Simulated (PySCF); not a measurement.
Bonding in 1,4-pentadiene

Compound: 1,4-pentadiene, C5H8.
SMILES with atom numbers: `[CH2:1]=[CH:2][CH2:3][CH:4]=[CH2:5]` (hydrogens: H6, H7 on C1; H8 on C2; H9, H10 on C3; H11 on C4; H12, H13 on C5)

Cartesian coordinates in Å at the GFN2-xTB level; atoms count from 1:
```
atom  x, y, z in Å
C1     2.2974    0.1647    0.4279
C2     1.1516    0.4521   -0.1597
C3     0.0555   -0.5394   -0.4158
C4    -1.1833   -0.1503    0.3352
C5    -2.3322    0.1659   -0.2310
H6     2.5306   -0.8351    0.7574
H7     3.0556    0.9100    0.6000
H8     0.9363    1.4636   -0.4796
H9    -0.1639   -0.5720   -1.4862
H10    0.3812   -1.5320   -0.0937
H11   -1.0754   -0.1235    1.4120
H12   -2.4609    0.1487   -1.3014
H13   -3.1970    0.4478    0.3455
```

Bond orders from the PBE0/pcSseg-1 density (PySCF). Geometry: GFN2-xTB, one conformer, isolated molecule.

Task: Where do the orders between heavy atoms depart from those drawn in the SMILES?

Result: The largest departure is 0.021, at C2–C3 (drawn single, 1.021), C3–C4 (drawn single, 1.021), C1–C2 (drawn double, 1.981) and C4–C5 (drawn double, 1.981).

Task: Give the Mayer order of every bond, beside its length.

Result: 
```json
{"bond": "C1–C2", "drawn as": "double", "length (Å)": "1.319", "Mayer order": "1.981"}
{"bond": "C2–C3", "drawn as": "single", "length (Å)": "1.500", "Mayer order": "1.021"}
{"bond": "C3–C4", "drawn as": "single", "length (Å)": "1.500", "Mayer order": "1.021"}
{"bond": "C4–C5", "drawn as": "double", "length (Å)": "1.319", "Mayer order": "1.981"}
{"bond": "C1–H6", "drawn as": "single", "length (Å)": "1.078", "Mayer order": "0.955"}
{"bond": "C1–H7", "drawn as": "single", "length (Å)": "1.077", "Mayer order": "0.954"}
{"bond": "C2–H8", "drawn as": "single", "length (Å)": "1.082", "Mayer order": "0.957"}
{"bond": "C3–H9", "drawn as": "single", "length (Å)": "1.093", "Mayer order": "0.943"}
{"bond": "C3–H10", "drawn as": "single", "length (Å)": "1.093", "Mayer order": "0.943"}
{"bond": "C4–H11", "drawn as": "single", "length (Å)": "1.082", "Mayer order": "0.957"}
{"bond": "C5–H12", "drawn as": "single", "length (Å)": "1.078", "Mayer order": "0.955"}
{"bond": "C5–H13", "drawn as": "single", "length (Å)": "1.077", "Mayer order": "0.954"}
```

By pair of heavy elements: C–C: lowest C2–C3 and C3–C4 (1.021, 1.500 Å), highest C1–C2 and C4–C5 (1.981, 1.319 Å). Bonds named together lie within 0.004.

Task: Sum the orders of all bonds at each heavy atom with more than one neighbour and set the sums beside the valence in the SMILES.

Result: C1 3.890 (drawn 4), C2 3.959 (drawn 4), C3 3.928 (drawn 4), C4 3.959 (drawn 4), C5 3.890 (drawn 4). Orders between atoms that aren't bonded are not in these sums.

The Mayer order sums products of elements of PS (density times overlap matrix) between the two atoms' basis functions, so it depends on the basis set.
